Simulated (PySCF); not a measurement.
Structure problem from calculated spectra and properties.

Elements present: C, F and H. Monoisotopic mass: 84.0187 u.

* Rotational structure: rotational constants A, B, C: 5.554, 5.170, 5.167 GHz [GFN2-xTB]
* Couplings: largest of the computed one-bond spin–spin couplings (means over like bonds): 19F–13C -342.3 (×3), 13C–1H +137.6 (×3), 13C–13C +64.7 Hz [B3LYP/pcJ-1]
* 13C NMR: chemical shifts (computed TMS as zero) by class: 135.1 (1 C), 23.4 (1 C) ppm [GIAO PBE0/pcSseg-1]
* Polarisability: 29.2 au [PBE0/def2-SVPD]
* UV, first state: lowest singlet excitation: 10.56 eV (117 nm, f = 0.066) [TDDFT PBE0/def2-SVPD]
* NMR, other nuclei: isotropic shieldings of nuclei other than C and H, by class: 250 (3 F) ppm [GIAO PBE0/pcSseg-1]
* Triplet: lowest triplet excitation (Tamm–Dancoff): 10.34 eV [TDA PBE0/def2-SVPD]

Gas-phase values; electronic properties from PySCF, density fitting. Levels stand in brackets. Geometry: GFN2-xTB; no solvent, vibrations or thermal averaging. NMR values are class means; diastereotopic atoms form classes of their own.

**Question.** Which formula fits the mass and the elements?

**Answer.** C2H3F3 (calculated 84.0187). No other formula that holds each of these elements comes within 0.0003 u with a fitting electron parity and a possible valence count.

**Question.** Give a SMILES that accounts for the data.

**Answer.** Numbering: `[CH3:1][C:2]([F:3])([F:4])[F:5]`. Its formula, C2H3F3, gives 0 degrees of unsaturation, so no ring and no π bond. 2 carbons fall into 2 classes; from least to most shielded: CF3 carbon [C2] (135.1 ppm), methyl carbon [C1] (23.4 ppm). The other shieldings belong to: 250 ppm, fluorine of a CF3 group [F3/F4/F5]. The couplings run between: -342.3 Hz, fluorine of a CF3 group [F3] and CF3 carbon [C2] (with 2 like pairs); +137.6 Hz, methyl carbon [C1] and its hydrogen (with 2 like pairs); +64.7 Hz, methyl carbon [C1] and CF3 carbon [C2]. The optimised geometry has point group C3v and is a prolate symmetric top (the spread among constants that symmetry makes equal is optimisation noise). Structure: 1,1,1-trifluoroethane, `CC(F)(F)F`. Computed isomers that give other values at the same levels: `FCC(F)F` (13C chemical shifts (computed TMS as zero) by class: 123.7 (1 C), 89.6 (1 C) ppm). The assignments are read from this structure; whether some other isomer fits the data as well wasn't checked.
